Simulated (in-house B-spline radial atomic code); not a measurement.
Ne. Computed with a B-spline radial atomic code. Model: non-relativistic spherical atom: semilocal Troullier-Martins pseudo-atom, one channel per l, against all electrons, high spin, G0W0 and RPA with empty states to l = 8, local potential for every l without a channel, a model core (radius 0 = none) keeps its share of the functional.

What the tables leave out is listed at the end.

The pseudopotential gives back the lowest level of each angular momentum of its own functional in the configuration it was made in; a second state of the same l is only approximately right. Exact exchange, RPA and GW see the smooth pseudo-orbitals and miss the exchange with the core, for which the functional's share stands in. The column with an uncorrelated core keeps all orbitals and exact exchange, and so separates missing core correlation from pseudisation. Only the three outermost levels and the lowest empty one were computed. RPA here is direct RPA, with no exchange kernel, and its energies carry an (l + 1/2)⁻⁴ tail. A hybrid on a potential with a model core restores only its own semilocal share of the core's exchange.

Command:
```bash
python run_psgw.py task.json out
```
Settings (lengths in bohr, energies in hartree):
```
Z                      10
electrons              10
configuration          [He] 2s2 2p6
generated_in           [He] 2s2 2p6
functional             lda,vwn
core_shells            1
radius_factor          1
core_correction        False
```

Run time, properties included: 15 s on 1 thread of Arm Neoverse N1, on a shared host.

Given: made with LDA VWN5; model core radius 0 bohr; local radius 0.721 bohr; mean-field start LDA VWN5.

Valence shells of the generating configuration: 2s, 2p.

Channel: s 0.684, p 0.929 (radii in bohr).

Computed: largest level miss in the spin-unpolarised generating configuration 0 eV; valence RPA correlation energy all-electron orbitals -0.49249 hartree; all-electron RPA polarisability, core included 2.7629 bohr³; pseudo-atom RPA polarisability 2.7485 bohr³.

```json
{"level": "2p", "occupied": "1", "mean-field all-electron (eV)": "-13.552", "mean-field pseudo minus all (eV)": "0", "G0W0 all-electron (eV)": "-20.803", "G0W0 uncorrelated core minus all (eV)": "0.052", "G0W0 pseudo minus all (eV)": "-0.111", "exchange self-energy all-electron (eV)": "-37.396", "exchange self-energy pseudo (eV)": "-36.312"}
```

(1) What is the valence RPA correlation energy pseudo?

Given: mean-field start PBE0.

Computed: valence RPA correlation energy all-electron orbitals -0.46607 hartree; valence RPA correlation energy pseudo -0.45737 hartree; all-electron RPA polarisability, core included 2.3536 bohr³.

```json
{"level": "2p", "occupied": "1", "mean-field all-electron (eV)": "-15.996", "mean-field pseudo minus all (eV)": "-0.077", "G0W0 all-electron (eV)": "-21.2", "G0W0 uncorrelated core minus all (eV)": "0.054", "G0W0 pseudo minus all (eV)": "0.103", "exchange self-energy all-electron (eV)": "-37.553", "exchange self-energy pseudo (eV)": "-36.65"}
```

(2) What is the pseudo-atom RPA polarisability?

Given: mean-field start Hartree-Fock.

Computed: valence RPA correlation energy pseudo -0.40112 hartree; all-electron RPA polarisability, core included 1.6491 bohr³; pseudo-atom RPA polarisability 1.6343 bohr³.

| level | occupied | mean-field all-electron (eV) | mean-field pseudo minus all (eV) | G0W0 all-electron (eV) | G0W0 uncorrelated core minus all (eV) | G0W0 pseudo minus all (eV) | exchange self-energy all-electron (eV) | exchange self-energy pseudo (eV) |
| --- | --- | --- | --- | --- | --- | --- | --- | --- |
| 2p | 1 | -23.141 | -0.027 | -21.951 | 0.055 | 0.068 | -37.76 | -36.82 |

(3) What is the valence RPA correlation energy all-electron orbitals?

Answers

(1) -0.48248 hartree.

(2) 2.3068 bohr³.

(3) -0.40817 hartree.

Among the listed levels the largest G0W0 shift of the pseudo-atom is -0.11 eV, for 2p on the LDA VWN5 start, while leaving the core uncorrelated moves that level by +0.05 eV. The rest, -0.16 eV, comes from pseudisation and the lost core exchange. Not in the tables (levels of low weight, unsolved or above zero; the highest and the empty levels are kept at any weight): on LDA the G0W0 levels 2s (pseudo minus all -1.31 eV, weights 0.20 and 0.29); on PBE0 the G0W0 levels 2s (pseudo minus all -3.72 eV, weights 0.00 and 0.20); on Hartree-Fock the G0W0 levels 2s (pseudo minus all -0.12 eV, weights 0.31 and 0.13).
